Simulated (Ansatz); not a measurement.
C2H3NS can be A, `CSC#N`, or B, `SC1=NC1`.

Computed with Ansatz on PBE0-D4/def2-TZVP structures; ΔE is electronic, products minus reactants. CCSD(T)/CBS adds triple-zeta CCSD(T) − MP2 to the extrapolated MP2 energy (def2 sets, frozen cores). DFT in def2-TZVPP. Each species was taken in one conformer, which may not be the lowest.

Question: Which is lower in electronic energy at CCSD(T)/CBS, and by how much? (Best estimate.)

Answer: Computed: A, by 146.5 kJ/mol.

Question: Give E(B) − E(A) in kJ/mol with BLYP-D4, PBE0-D4, HF/def2-TZVPP, CCSD(T)/def2-SVP, ωB97M-V, MP2/def2-TZVPP, CCSD(T)/def2-TZVPP. (Estimate.)

Answer: Ansatz gave: BLYP-D4 144.8, PBE0-D4 125.3, HF/def2-TZVPP 168.4, CCSD(T)/def2-SVP 137.6, ωB97M-V 140.5, MP2/def2-TZVPP 150.3, CCSD(T)/def2-TZVPP 148.4. None reverses the order clearly.

Question: Does the order hold for the free energy at 298.15 K (harmonic terms from PBE0-D4)? (Best estimate.)

Answer: The calculation gave: Yes: G(B) − G(A) = +145.3 kJ/mol, for one conformer each.

Largest T1 diagnostic: 0.013.

From BLYP to BHLYP (50 % exact exchange), in def2-TZVPP and without D4, E(B) − E(A) moves by +3.6 kJ/mol. At CCSD(T), def2-SVP lies −8.9 kJ/mol from the extrapolated value and def2-TZVPP +1.9 kJ/mol.
